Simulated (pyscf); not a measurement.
H₂B–O–GeH₃ + HCl → HO–GeH₃ + H₂B–Cl (four-centre exchange; singlet surface; B–O, Cl–H broken, H–O, B–Cl formed). Structures and frequencies: ωB97X-D3(BJ)/def2-SVP in PySCF. Energies in eV from the separated reactants.

```tsv
level	barrier	reaction energy
r²SCAN/def2-TZVP	[?]	+0.52
B3LYP-D3(BJ)/def2-TZVP	0.64	+0.57
PBE0-D3(BJ)/def2-TZVP	0.50	+0.50
M06-2X/def2-TZVP	[?]	[?]
ωB97M-D3(BJ)/def2-TZVP	0.66	+0.55
HF/def2-TZVP	1.35	+0.55
```

Task: What belongs in the gaps?

Result: 
- r²SCAN/def2-TZVP, barrier: 0.49
- M06-2X/def2-TZVP, barrier: 0.61
- M06-2X/def2-TZVP, reaction energy: +0.56

On the reactant side the descent ends in a complex, 0.25 eV under the separated species and 0.88 eV under the saddle at ωB97X-D3(BJ)/def2-TZVP. On the product side the descent ends in an adduct with a B–O contact, 0.86 eV under the separated species and 0.96 eV under the saddle at ωB97X-D3(BJ)/def2-TZVP. At r²SCAN, PBE0-D3(BJ) the saddle lies under the separated products, which points to a path from their complex (located at ωB97X-D3(BJ) alone), and parting the products costs more than the saddle. What is counted as broken (B–O) persists as a longer contact in the product adduct; parting that adduct is a step of its own. One saddle was located; it need not be the lowest between these sides. Elements up to Kr have no core potential and no relativistic terms here.
